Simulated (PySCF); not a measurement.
## HAlS: from structure and modes to constants

These are results of PySCF, PBE0, basis Al def2-TZVP, S def2-TZVP, H def2-TZVP (no relativity, density fitting), not measurements.

The singlet minimum has C∞v symmetry. Masses (u): Al 26.98154, S 31.97207, H 1.00782.

```xyz
3
charge 0 multiplicity 1, angstrom
Al    0.0000    0.0000    1.0394
S     0.0000    0.0000   -0.9594
H     0.0000    0.0000    2.6090
```

Harmonic wavenumbers (cm⁻¹): 424.9 (π, ×2), 689.2 (σ+, ×1), 1991.5 (σ+, ×1).

Problem. Find the principal moments of inertia and the rotational constants. What kind of rotor is it?

Solution. About the centre of mass I = 65.435 u Å². With B = 16.8576/I this gives 0.2576 cm⁻¹. The molecule is linear.

Problem. Find the vibrational entropy and heat capacity at 298.15 K.

Solution. With u = 1.43878 ω/T, each mode gives S = R[u/(eᵘ−1) − ln(1−e⁻ᵘ)] and C = R u² eᵘ/(eᵘ−1)².
```tsv
ω (cm⁻¹)	u	S (J/(mol K))	C (J/(mol K))
424.9 (×2)	2.051	3.66	5.92
689.2	3.326	1.34	3.56
1991.5	9.611	0.01	0.05
```
The sums over all modes are S = 8.7 and C = 15.5 J/(mol K); the softest mode gives 42 % of the entropy (each member, where degenerate).

Problem. Give the standard entropy (298.15 K, 1 bar) by its translational, rotational, vibrational and spin parts, and Cp.

Solution. Sackur–Tetrode with M = 59.96 u gives 159.9; rotation with symmetry number 1 gives 63.9; vibration 8.7; spin R ln 1 = 0.0. The total is 232.5 J/(mol K), and Cp = 7/2 R + 15.5 = 44.6 J/(mol K).

Only a few start shapes were tried, so a lower isomer may exist.
